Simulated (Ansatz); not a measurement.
# Smallest direct gap on the k points sampled of rock-salt SrO at several levels of theory

No measured value is used here.

```csv
level (code),value (eV)
LDA (Ansatz),?
PBE (Ansatz),3.40
r²SCAN+SOC (Ansatz),3.84
B3LYP (VWN-RPA form) (Ansatz),5.31
PBE0 (Ansatz),5.63
Hartree–Fock (Ansatz),?
G0W0@PBE0 (Ansatz),6.43
```

Question: Some entries are withheld; supply them.

Answer: 
- LDA (Ansatz, a program for electronic structure), value (eV): 3.25
- Hartree–Fock (Ansatz), value (eV): 12.96

At these levels the smallest gap is indirect and lower: LDA 3.16, PBE 3.32, r²SCAN+SOC 3.78, B3LYP (VWN-RPA form) 5.22, PBE0 5.53, Hartree–Fock 12.86, G0W0@PBE0 6.30 eV. Computed values are for a static lattice. Spin–orbit coupling is included only where a level's name says +SOC; with heavier elements it mostly lowers gaps and can invert bands.  G0W0@PBE0: GW on a hybrid start was not checked against another program. Values are at the measured cell. Cutoffs and k meshes differ between the levels. Ansatz's density-functional and Hartree–Fock values are scalar-relativistic unless marked +SOC, with PAW data made under PBE.
